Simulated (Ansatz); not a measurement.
## C2HFS, SMILES FC1=CS1: a geometry optimisation, step by step

Computed with Ansatz's Python interface.

Input file `c2hfs.xyz`:
```text
5

F    -0.24500   -0.98420    1.32020
C    -0.16910   -0.73600   -0.01280
C     0.46100    0.32950   -0.47300
S    -1.04680    0.29840   -1.00600
H     1.04970    1.01860    0.13020
```

Run as a notebook:

**Cell 1**
```python
import itertools

import ansatz as az
from ase.data import atomic_numbers, covalent_radii
import numpy as np
```

**Cell 2**
```python
mol = az.Crystal.molecule_from_extxyz("c2hfs.xyz")
```

**Cell 3**
```python
setup = (
    mol.calculation()
    .basis(gaussian="cc-pVDZ")
    .functional("pbe0")
)
symbols = [site.symbol for site in mol.cartesian_sites]
start = np.array([site.position_ang for site in mol.cartesian_sites], dtype=float)
def progress(event):
    if event["event"] == "relax_step":
        row = event["data"]
        print(f"step {row['step']:3d}  E = {row['lagrangian_ev']:.6f} eV  largest force component {row['allowed_force_max_ev_ang']:.4f} eV/A")
```

**Cell 4**
```python
rep = setup.relax(force_tolerance=0.01, max_steps=100).session().plan().execute(on_event=progress).report
end = np.array(rep["positions_ang"])
```
Output:
```text
step   1  E = -15628.794241 eV  largest force component 7.6438 eV/A
step   2  E = -15629.402464 eV  largest force component 4.2888 eV/A
step   3  E = -15630.020859 eV  largest force component 1.5100 eV/A
step   4  E = -15630.198712 eV  largest force component 1.5135 eV/A
step   5  E = -15630.104438 eV  largest force component 3.0344 eV/A
step   6  E = -15630.454065 eV  largest force component 0.7407 eV/A
step   7  E = -15630.533947 eV  largest force component 0.9132 eV/A
step   8  E = -15630.550852 eV  largest force component 0.3002 eV/A
step   9  E = -15630.552688 eV  largest force component 0.1656 eV/A
step  10  E = -15630.556112 eV  largest force component 0.0324 eV/A
step  11  E = -15630.556145 eV  largest force component 0.0065 eV/A
```

**Cell 5**
```python
print("reference energy %16.6f eV" % rep["reference_energy_ev"])
print("total energy     %16.6f eV" % rep["free_energy_ev"])
print("occupied orbitals outside the frozen core (up, down):", rep["n_occupied"], " frozen:", rep["n_frozen"], " virtual:", rep["n_virtual"])
```
Output:
```text
reference energy    -15630.556161 eV
total energy        -15630.556161 eV
occupied orbitals outside the frozen core (up, down): [19, 19]  frozen: 0  virtual: [46, 46]
```

**Cell 6**
```python
radius = [covalent_radii[atomic_numbers[s]] for s in symbols]
span = lambda where, i, j: np.linalg.norm(where[i] - where[j])
bonded = [(i, j) for i, j in itertools.combinations(range(len(symbols)), 2) if min(span(start, i, j), span(end, i, j)) < 1.2 * (radius[i] + radius[j])]
print("pair        before    after (A)")
for i, j in bonded:
    print(f"{symbols[i]}{i}-{symbols[j]}{j}".ljust(10), f"{span(start, i, j):8.4f} {span(end, i, j):8.4f}")
for first, second in list(itertools.combinations(bonded, 2)):
    shared = set(first) & set(second)
    if shared and symbols[(j := shared.pop())] != "H":
        i, k = sorted((set(first) | set(second)) - {j})
        u, v = end[i] - end[j], end[k] - end[j]
        angle = np.degrees(np.arccos(np.clip(u @ v / np.linalg.norm(u) / np.linalg.norm(v), -1, 1)))
        print(f"final angle {symbols[i]}{i}-{symbols[j]}{j}-{symbols[k]}{k}: {angle:.2f} deg")
with open("c2hfs_opt.xyz", "w") as handle:
    handle.write(f"{len(symbols)}\nrelaxed C2HFS\n")
    handle.writelines(f"{s:2s} {x:11.6f} {y:11.6f} {z:11.6f}\n" for s, (x, y, z) in zip(symbols, end))
```
Output:
```text
pair        before    after (A)
F0-C1        1.3580   1.2996
C1-C2        1.3206   1.2815
C1-S3        1.6813   1.7794
C2-S3        1.5995   1.9308
C2-H4        1.0887   1.0803
final angle F0-C1-C2: 146.85 deg
final angle F0-C1-S3: 136.85 deg
final angle C2-C1-S3: 76.29 deg
final angle C1-C2-S3: 63.55 deg
final angle C1-C2-H4: 158.82 deg
final angle C1-S3-C2: 40.15 deg
final angle S3-C2-H4: 137.63 deg
```

It writes `c2hfs_opt.xyz`:
```text
5
relaxed C2HFS
F    -0.397715   -1.388308    1.188114
C    -0.241338   -0.464901    0.287139
C     0.497353    0.480406   -0.163464
S    -1.145079    0.141957   -1.120388
H     1.336579    1.157145   -0.232801
```

What to keep in mind:
- Total energies depend on the basis set; only differences at equal settings carry meaning.
- The end point is the stationary point reached from this start; no frequency run checks that it is a minimum, and the basis set is modest.
- Hardware and time: 20 s on 1 thread of AMD EPYC 7B13 (Zen 3), with other jobs on the host, peak memory 0.22 GiB.
